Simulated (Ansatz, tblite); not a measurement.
Ladder of methods for the bulk modulus B0 of zinc-blende CuCl

Reference value: 38.1 GPa (measured, temperature not stated, no zero-point or thermal correction; as tabulated in Gopakumar et al. (2017), arXiv:1612.07068).

```csv
level (code),value (GPa),cell (Å³/atom)
GFN1-xTB (tblite),59.9,20.83
LDA (Ansatz),?,17.65
PBE (Ansatz),48.7,19.95
PBE-D4 (Ansatz),57.0,19.03
rVV10 (Ansatz),?,19.98
HSE06 (Ansatz),46.0,20.22
Hartree–Fock (Ansatz),25.0,25.34
```

Some entries are withheld; supply them.


- LDA (Ansatz, a quantum-chemistry and plane-wave program), value (GPa): 74.4
- rVV10 (Ansatz), value (GPa): 52.7

Differences against the reference: GFN1-xTB +57 %, LDA +95 %, PBE +28 %, PBE-D4 +50 %, rVV10 +38 %, HSE06 +21 %, Hartree–Fock -34 %.

The reference's temperature isn't stated, so close values are not ranked against it. Off by more than 20 %, or 28 % on the side where a correction would as a rule narrow the miss (bounds picked here): LDA (+95 %), GFN1-xTB (+57 %), PBE-D4 (+50 %), rVV10 (+38 %), Hartree–Fock (-34 %).

The reference isn't brought to a static lattice, while the calculations are for one, so the differences are not the levels' errors alone. A static lattice is as a rule stiffer than a warm one, by over a tenth in soft solids.  GFN1-xTB: the method was fitted mainly to molecules. GFN1-xTB: the run uses a supercell at the zone centre in place of a k mesh. Hartree–Fock: the cell is over a tenth larger than the published one: the level's own overestimate first of all, though another phase or state, or a fault of the published cell, is possible. Each level is taken at its own relaxed cell. Cutoffs and k meshes differ between the levels. Ansatz's density-functional and Hartree–Fock values are scalar-relativistic unless marked +SOC, with PAW data made under PBE.

Differences are worked out from the printed values.
